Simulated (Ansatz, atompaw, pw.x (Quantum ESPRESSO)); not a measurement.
## What a changed setting does to a pw.x run (diamond Li)

Potential: PAW, atompaw 4.2.0.5, PBEsol; core [He], reference 2s1 2p0; waves: 2s (bound): rc 3.00 bohr; 2s channel at 0.15 Ry: rc 3.00 bohr; 2p (bound, empty): rc 2.18 bohr; 2p channel at 0.45 Ry: rc 3.00 bohr; local part: bessel scheme, radius 2.25 bohr; core correction: smooth core density matched at 2.00 bohr; augmentation: besselshape compensation charge, radius 2.55 bohr; PAW radius 3.00 bohr; waves and projectors: custom polynom vanderbiltortho.

The reference run (k-mesh 8³, cutoffs 40/400 Ry, Fermi–Dirac 0.01 Ry, mixing_beta 0.4, conv_thr 1e-9, no spin) gives 0.04 GPa at 25.938 Å³/atom, where all-electron LAPW gives -0.02 GPa. This run, with its own iteration cap, changes k-mesh points per axis to 6.

```
&control
  calculation='scf', prefix='x', pseudo_dir='./', outdir='./tmp', tstress=.true., disk_io='none'
/
&system
  ibrav=0, nat=2, ntyp=1, ecutwfc=40, ecutrho=400, nbnd=8,
  occupations='smearing', smearing='fd', degauss=0.01
/
&electrons
  conv_thr=1e-09, mixing_beta=0.4, electron_maxstep=70
/
ATOMIC_SPECIES
Li 1.0 Li.UPF
CELL_PARAMETERS angstrom
  0.00000000 2.96013939 2.96013939
  2.96013939 0.00000000 2.96013939
  2.96013939 2.96013939 0.00000000
ATOMIC_POSITIONS crystal
Li 0.0000 0.0000 0.0000
Li 0.2500 0.2500 0.2500
K_POINTS automatic
6 6 6 0 0 0
```

```bash
pw.x < Li.scf.in > Li.scf.out
```

How does the run end?

It converges in 6 iterations; the free energy moves by +3.7 meV/atom and the pressure by -0.09 GPa.

```
Message from routine setup:
     using ibrav=0 with symmetry is DISCOURAGED, use correct ibrav instead
     lattice parameter (alat)  =       7.9109  a.u.
     unit-cell volume          =     350.0766 (a.u.)^3
     number of electrons       =         2.00
     number of Kohn-Sham states=            8
     kinetic-energy cutoff     =      40.0000  Ry
     charge density cutoff     =     400.0000  Ry
     scf convergence threshold =      1.0E-09
     Exchange-correlation= SLA PW PSX PSC
     number of k points=    16  Fermi-Dirac smearing, width (Ry)=  0.0100
     iteration #  1     ecut=    40.00 Ry     beta= 0.40
     total energy              =      -7.33065678 Ry
     estimated scf accuracy    <       0.00079969 Ry
     iteration #  2     ecut=    40.00 Ry     beta= 0.40
     negative rho (up, down):  9.488E-06 0.000E+00
     total energy              =      -7.33055929 Ry
     estimated scf accuracy    <       0.00028345 Ry
     iteration #  3     ecut=    40.00 Ry     beta= 0.40
     negative rho (up, down):  5.064E-06 0.000E+00
     total energy              =      -7.33057648 Ry
     estimated scf accuracy    <       0.00000105 Ry
     iteration #  4     ecut=    40.00 Ry     beta= 0.40
     negative rho (up, down):  1.710E-05 0.000E+00
     total energy              =      -7.33057952 Ry
     estimated scf accuracy    <       0.00000175 Ry
     iteration #  5     ecut=    40.00 Ry     beta= 0.40
     negative rho (up, down):  1.699E-05 0.000E+00
     total energy              =      -7.33057955 Ry
     estimated scf accuracy    <       0.00000001 Ry
     iteration #  6     ecut=    40.00 Ry     beta= 0.40
     negative rho (up, down):  1.749E-05 0.000E+00
     the Fermi energy is     0.1043 ev
!    total energy              =      -7.33057956 Ry
     estimated scf accuracy    <          6.6E-10 Ry
     smearing contrib. (-TS)   =      -0.00386544 Ry
     convergence has been achieved in   6 iterations
     negative rho (up, down):  1.749E-05 0.000E+00
          total   stress  (Ry/bohr**3)                   (kbar)     P=       -0.53
     Message from routine punch:
     Nothing written, as per user request (disk_io='none')
```

The run took about 3.7 s on one core of a shared host (Intel(R) Xeon(R) 6975P-C, 192 threads, 1512 GiB, load 73).
